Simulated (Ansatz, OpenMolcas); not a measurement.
**How basis sets differ on BH (SMILES [BH])**

The species is BH (2 atoms), meant as a singlet with charge 0. SMILES: `[BH]`. The bond length is the measured one.

```xyz
2

B     0.0000    0.0000    0.0000
H     0.0000    0.0000    1.2324
```

Each level gives the energy change with the B1–H2 bond stretched from 1.232 to 2.465 Å (eV). The values are calculated.

```csv
level,kind,program,value (eV)
CCSD(T)/3-21G (restricted),coupled cluster or CI,Ansatz,2.29
CCSD(T)/6-31G (restricted),coupled cluster or CI,OpenMolcas,2.26
CCSD(T)/6-31G** (spherical functions) (restricted),coupled cluster or CI,OpenMolcas,2.75
CCSD(T)/def2-TZVP (restricted),coupled cluster or CI,Ansatz,2.79
```

The first shape isn't each level's own minimum. The values span 2.26 to 2.79 eV. The coupled-cluster rows rest on a doubtful reference here (large T1 or Brueckner and Hartree–Fock orbitals at odds), and rows may lie in different states. High-level rows in very small sets aren't better than simpler rows in larger ones.
